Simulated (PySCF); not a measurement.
Ionisation energy of C by level of theory

C [He] 2s2 2p2 (3P) → C⁺ [He] 2s2 2p1 (2P), as a difference of total energies. All numbers are calculated (PySCF 2.14, no relativity, point nucleus, in aug-cc-pVTZ with one added diffuse shell each of s, p, d, f type (6s5p4d3f, 62 functions)). Correlated levels: valence: 1s2 frozen. The calculations carry no spin-orbit coupling.

```csv
method,ionisation energy (eV)
UHF,10.798
LDA,11.689
PBE,11.540
PBE0,11.513
r2SCAN,11.670
BLYP,11.399
wB97M-V,11.298
B3LYP,11.539
TPSSh,11.460
MP2 (valence),11.254
SCS-MP2 (valence),11.125
```

How much does correlation contribute at MP2 (valence)?

11.254 − (10.798) = 0.456 eV, measured against UHF.

Errors of the correlated levels include the incompleteness of this basis and the frozen core.

For comparison: 11.262 eV (measured; NIST levels, between the centres of gravity of the two terms).
